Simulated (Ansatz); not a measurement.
Start from `OC(S)S` and change one atom or group to get `CCC(O)S`.

Ansatz, PBE0-D4/def2-TZVP geometries, multiplicity 1. Each molecule was computed in one conformer, which needn't be the lowest.

```tsv
property	`OC(S)S`
HOMO–LUMO gap (PBE/def2-TZVPP) / eV	4.48
HOMO energy (PBE/def2-TZVPP) / eV	-5.96
size of the dipole moment (PBE/def2-TZVPP) / D	1.14
HOMO energy (PBE0/def2-TZVPP) / eV	-7.20
HOMO–LUMO gap (PBE0/def2-TZVPP) / eV	6.69
HOMO–LUMO gap (B3LYP/def2-TZVPP) / eV	6.20
```

Give the same properties after the change, and the shifts. (An estimate is asked.)

Ansatz gave: 
| property | `CCC(O)S` | shift |
| --- | --- | --- |
| HOMO–LUMO gap (PBE/def2-TZVPP) / eV | 5.14 | 0.66 |
| HOMO energy (PBE/def2-TZVPP) / eV | -5.84 | 0.12 |
| size of the dipole moment (PBE/def2-TZVPP) / D | 1.49 | 0.35 |
| HOMO energy (PBE0/def2-TZVPP) / eV | -7.12 | 0.08 |
| HOMO–LUMO gap (PBE0/def2-TZVPP) / eV | 7.35 | 0.66 |
| HOMO–LUMO gap (B3LYP/def2-TZVPP) / eV | 6.80 | 0.60 |

With PBE0 the HOMO rises by 0.08 eV and the LUMO rises by 0.75 eV, so the gap widens by about 0.67 eV. PBE moves the HOMO by 0.12 eV and ωB97M-V by 0.01 eV. Dipoles are sizes alone; their direction can turn.

B3LYP here is the variant with VWN-RPA as its local correlation; programs differ in this.
